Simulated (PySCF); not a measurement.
PySCF input (HF/6-311+G**):

```python
import numpy as np, basis_set_exchange as bse
from pyscf import gto, scf, dft, df
from pyscf.prop.polarizability import rhf as pol

basis = {'O': gto.basis.parse(bse.get_basis('6-311+G**', elements=['O'], fmt='nwchem')), 'Si': gto.basis.parse(bse.get_basis('6-311+G**', elements=['Si'], fmt='nwchem'))}
mol = gto.M(
    atom='''
    Si   -0.00000000   -0.00000000   -0.55023073
    O     0.00000000    0.00000000    0.96290378
    ''',
    basis=basis,
    charge=0,
    verbose=4,
    max_memory=2160,
)
mf = scf.RHF(mol)
mf = mf.density_fit(auxbasis=df.autoaux(mol))
mf.conv_tol = 1e-9
mf.max_cycle = 100
print('smallest overlap eigenvalue', np.linalg.eigvalsh(mol.intor('int1e_ovlp'))[0])
mf.kernel()
dip = mf.dip_moment()
p = pol.Polarizability(mf)
p.max_cycle_cphf = 60
alpha = p.polarizability()
print('polarisability/bohr^3', alpha.trace() / 3)
```

Output:

```
PySCF version 2.14.0

[INPUT] verbose = 4
[INPUT] num. atoms = 2
[INPUT] num. electrons = 22
[INPUT] charge = 0
[INPUT] spin (= nelec alpha-beta = 2S) = 0
[INPUT] symmetry False subgroup None
[INPUT] Mole.unit = angstrom
[INPUT] Symbol           X                Y                Z      unit          X                Y                Z       unit  Magmom
[INPUT]  1 Si     0.000000000000   0.000000000000  -0.550230730000 AA    0.000000000000   0.000000000000  -1.039785385020 Bohr   0.0
[INPUT]  2 O      0.000000000000   0.000000000000   0.962903780000 AA    0.000000000000   0.000000000000   1.819624428508 Bohr   0.0

nuclear repulsion = 39.1689220167479
number of shells = 24
number of NR pGTOs = 84
number of NR cGTOs = 52
basis = {'O': [[0, [8588.5, 0.00189515], [1297.23, 0.0143859], [299.296, 0.070732], [87.3771, 0.240001], [25.6789, 0.594797], [3.74004, 0.280802]], [0, [42.1175, 0.113889], [9.62837, 0.920811], [2.85332, -0.00327447]], [0, [0.905661, 1.0]], [0, [0.255611, 1.0]], [0, [0.0845, 1.0]], [1, [42.1175, 0.0365114], [9.62837, 0.237153], [2.85332, 0.819702]], [1, [0.905661, 1.0]], [1, [0.255611, 1.0]], [1, [0.0845, 1.0]], [2, [1.292, 1.0]]], 'Si': [[0, [69379.23, 0.000757], [10354.94, 0.005932], [2333.8796, 0.031088], [657.14295, 0.124967], [214.30113, 0.386897], [77.629168, 0.554888]], [0, [77.629168, 0.177881], [30.630807, 0.627765], [12.801295, 0.247623]], [0, [3.926866, 1.0]], [0, [1.452343, 1.0]], [0, [0.256234, 1.0]], [0, [0.094279, 1.0]], [0, [0.0331, 1.0]], [1, [335.48319, 0.008866], [78.900366, 0.068299], [24.98815, 0.290958], [9.219711, 0.732117]], [1, [3.62114, 0.619879], [1.45131, 0.439148]], [1, [0.504977, 1.0]], [1, [0.186317, 1.0]], [1, [0.065432, 1.0]], [1, [0.0331, 1.0]], [2, [0.45, 1.0]]]}
ecp = {}
ETB for O: l = 0, exps = 0.169 * 1.8^n , n = 0..15
ETB for O: l = 1, exps = 0.169 * 1.8^n , n = 0..12
ETB for O: l = 2, exps = 0.169 * 1.8^n , n = 0..11
ETB for O: l = 3, exps = 1.3765 * 2.2^n , n = 0..2
ETB for Si: l = 0, exps = 0.0662 * 1.8^n , n = 0..20
ETB for Si: l = 1, exps = 0.0662 * 1.8^n , n = 0..17
ETB for Si: l = 2, exps = 0.0662 * 1.8^n , n = 0..16
ETB for Si: l = 3, exps = 0.48310000000000003 * 2.2^n , n = 0..5
smallest overlap eigenvalue 0.003049081041920802

******** <class 'pyscf.df.df_jk.DFRHF'> ********
method = DFRHF
initial guess = minao
damping factor = 0
level_shift factor = 0
DIIS = <class 'pyscf.scf.diis.CDIIS'>
diis_start_cycle = 1
diis_space = 8
diis_damp = 0
SCF conv_tol = 1e-09
SCF conv_tol_grad = None
SCF max_cycles = 100
direct_scf = False
Set gradient conv threshold to 3.16228e-05
Initial guess from minao.
******** <class 'pyscf.df.df.DF'> ********
auxbasis = {'O': [[0, [np.float64(1140.182264184691), 1]], [0, [np.float64(633.4345912137172), 1]], [0, [np.float64(351.9081062298429), 1]], [0, [np.float64(195.50450346102383), 1]], [0, [np.float64(108.61361303390211), 1]], [0, [np.float64(60.34089612994562), 1]], [0, [np.float64(33.52272007219201), 1]], [0, [np.float64(18.623733373440004), 1]], [0, [np.float64(10.346518540800002), 1]], [0, [np.float64(5.748065856000001), 1]], [0, [np.float64(3.1933699200000008), 1]], [0, [np.float64(1.7740944), 1]], [0, [np.float64(0.9856080000000002), 1]], [0, [np.float64(0.54756), 1]], [0, [np.float64(0.3042), 1]], [0, [np.float64(0.169), 1]], [1, [np.float64(195.50450346102383), 1]], [1, [np.float64(108.61361303390211), 1]], [1, [np.float64(60.34089612994562), 1]], [1, [np.float64(33.52272007219201), 1]], [1, [np.float64(18.623733373440004), 1]], [1, [np.float64(10.346518540800002), 1]], [1, [np.float64(5.748065856000001), 1]], [1, [np.float64(3.1933699200000008), 1]], [1, [np.float64(1.7740944), 1]], [1, [np.float64(0.9856080000000002), 1]], [1, [np.float64(0.54756), 1]], [1, [np.float64(0.3042), 1]], [1, [np.float64(0.169), 1]], [2, [np.float64(108.61361303390211), 1]], [2, [np.float64(60.34089612994562), 1]], [2, [np.float64(33.52272007219201), 1]], [2, [np.float64(18.623733373440004), 1]], [2, [np.float64(10.346518540800002), 1]], [2, [np.float64(5.748065856000001), 1]], [2, [np.float64(3.1933699200000008), 1]], [2, [np.float64(1.7740944), 1]], [2, [np.float64(0.9856080000000002), 1]], [2, [np.float64(0.54756), 1]], [2, [np.float64(0.3042), 1]], [2, [np.float64(0.169), 1]], [3, [np.float64(6.662260000000002), 1]], [3, [np.float64(3.0283), 1]], [3, [np.float64(1.3765), 1]]], 'Si': [[0, [np.float64(8439.332375254207), 1]], [0, [np.float64(4688.517986252337), 1]], [0, [np.float64(2604.7322145846315), 1]], [0, [np.float64(1447.0734525470177), 1]], [0, [np.float64(803.9296958594541), 1]], [0, [np.float64(446.6276088108079), 1]], [0, [np.float64(248.1264493393377), 1]], [0, [np.float64(137.84802741074316), 1]], [0, [np.float64(76.58223745041288), 1]], [0, [np.float64(42.54568747245159), 1]], [0, [np.float64(23.636493040250883), 1]], [0, [np.float64(13.131385022361602), 1]], [0, [np.float64(7.295213901312001), 1]], [0, [np.float64(4.0528966118400005), 1]], [0, [np.float64(2.2516092288), 1]], [0, [np.float64(1.2508940160000002), 1]], [0, [np.float64(0.69494112), 1]], [0, [np.float64(0.38607840000000004), 1]], [0, [np.float64(0.21448799999999998), 1]], [0, [np.float64(0.11915999999999999), 1]], [0, [np.float64(0.0662), 1]], [1, [np.float64(1447.0734525470177), 1]], [1, [np.float64(803.9296958594541), 1]], [1, [np.float64(446.6276088108079), 1]], [1, [np.float64(248.1264493393377), 1]], [1, [np.float64(137.84802741074316), 1]], [1, [np.float64(76.58223745041288), 1]], [1, [np.float64(42.54568747245159), 1]], [1, [np.float64(23.636493040250883), 1]], [1, [np.float64(13.131385022361602), 1]], [1, [np.float64(7.295213901312001), 1]], [1, [np.float64(4.0528966118400005), 1]], [1, [np.float64(2.2516092288), 1]], [1, [np.float64(1.2508940160000002), 1]], [1, [np.float64(0.69494112), 1]], [1, [np.float64(0.38607840000000004), 1]], [1, [np.float64(0.21448799999999998), 1]], [1, [np.float64(0.11915999999999999), 1]], [1, [np.float64(0.0662), 1]], [2, [np.float64(803.9296958594541), 1]], [2, [np.float64(446.6276088108079), 1]], [2, [np.float64(248.1264493393377), 1]], [2, [np.float64(137.84802741074316), 1]], [2, [np.float64(76.58223745041288), 1]], [2, [np.float64(42.54568747245159), 1]], [2, [np.float64(23.636493040250883), 1]], [2, [np.float64(13.131385022361602), 1]], [2, [np.float64(7.295213901312001), 1]], [2, [np.float64(4.0528966118400005), 1]], [2, [np.float64(2.2516092288), 1]], [2, [np.float64(1.2508940160000002), 1]], [2, [np.float64(0.69494112), 1]], [2, [np.float64(0.38607840000000004), 1]], [2, [np.float64(0.21448799999999998), 1]], [2, [np.float64(0.11915999999999999), 1]], [2, [np.float64(0.0662), 1]], [3, [np.float64(24.89719619200001), 1]], [3, [np.float64(11.316907360000004), 1]], [3, [np.float64(5.144048800000002), 1]], [3, [np.float64(2.3382040000000006), 1]], [3, [np.float64(1.06282), 1]], [3, [np.float64(0.48310000000000003), 1]]]}
init E= -363.649741193598
  HOMO = -0.334426143285143  LUMO = -0.0194339342819119  gap/eV = 8.57137
cycle= 1 E= -363.676581619373  delta_E= -0.0268  |g|= 0.778  |ddm|= 1.27
  HOMO = -0.308998166363586  LUMO = 0.0152287578465632  gap/eV = 8.82266
cycle= 2 E= -363.645318673611  delta_E= 0.0313  |g|= 0.933  |ddm|= 1.04
  HOMO = -0.441864320239797  LUMO = 0.0147535052660988  gap/eV = 12.42520
cycle= 3 E= -363.819536906029  delta_E= -0.174  |g|= 0.0384  |ddm|= 0.523
  HOMO = -0.438621712304625  LUMO = 0.0234706415875009  gap/eV = 12.57417
cycle= 4 E= -363.820316193316  delta_E= -0.000779  |g|= 0.0102  |ddm|= 0.0816
  HOMO = -0.439460601584013  LUMO = 0.0234342672029262  gap/eV = 12.59601
cycle= 5 E= -363.820366438726  delta_E= -5.02e-05  |g|= 0.0025  |ddm|= 0.0215
  HOMO = -0.439479390427622  LUMO = 0.0233618538513989  gap/eV = 12.59455
cycle= 6 E= -363.820369224842  delta_E= -2.79e-06  |g|= 0.00047  |ddm|= 0.00627
  HOMO = -0.43954267197323  LUMO = 0.0233355052337958  gap/eV = 12.59556
cycle= 7 E= -363.820369307204  delta_E= -8.24e-08  |g|= 8.72e-05  |ddm|= 0.00139
  HOMO = -0.439544445386688  LUMO = 0.0233396586745678  gap/eV = 12.59572
cycle= 8 E= -363.820369311285  delta_E= -4.08e-09  |g|= 2.01e-05  |ddm|= 0.000296
  HOMO = -0.439541796717174  LUMO = 0.0233417093530077  gap/eV = 12.59570
cycle= 9 E= -363.820369311434  delta_E= -1.5e-10  |g|= 3.43e-06  |ddm|= 2.31e-05
  HOMO = -0.439542153495864  LUMO = 0.0233416836166805  gap/eV = 12.59571
Extra cycle  E= -363.820369311441  delta_E= -6.59e-12  |g|= 1.21e-06  |ddm|= 5.98e-06
converged SCF energy = -363.820369311441
Dipole moment(X, Y, Z, Debye):  0.00000,  0.00000, -3.87074
Isotropic polarizability 25.0301015745
Polarizability anisotropy 8.43419368145
polarisability/bohr^3 25.03010157454408
```
